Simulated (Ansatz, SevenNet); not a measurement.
Equilibrium lattice constant a of hcp Cd: levels of theory against measurement

Reference value: 2.979 Å (measured, 293 K, not corrected to a static lattice; as tabulated in Wikipedia's data pages).

| level (code) | value (Å) | difference (%) |
|---|---|---|
| SevenNet-l3i5 | 3.038 | +1.98 |
| LDA (Ansatz) | 2.903 | -2.55 |
| PBE (Ansatz) | 3.019 | +1.34 |
| r²SCAN+rVV10 (Ansatz) | 2.958 | -0.70 |
| B3LYP (VWN-RPA form) (Ansatz) | 3.021 | +1.41 |

The reference is not for a static lattice or low temperature, so close values are not ranked against it. Off by more than 1.25 %, or 1.75 % on the side where a correction would as a rule narrow the miss (bounds picked here): LDA (-2.55 %), SevenNet-l3i5 (+1.98 %), B3LYP (VWN-RPA form) (+1.41 %), PBE (+1.34 %).

The reference isn't brought to a static lattice, while the calculations are for one, so the differences are not the levels' errors alone.  Cutoffs and k meshes differ between the levels. Ansatz's density-functional and Hartree–Fock values are scalar-relativistic unless marked +SOC, with PAW data made under PBE.

Machine-learned potentials (SevenNet-l3i5) are trained on DFT data: a solid inside that data is no test of them.

Differences are worked out from the printed values.

Ansatz is an electronic-structure program.
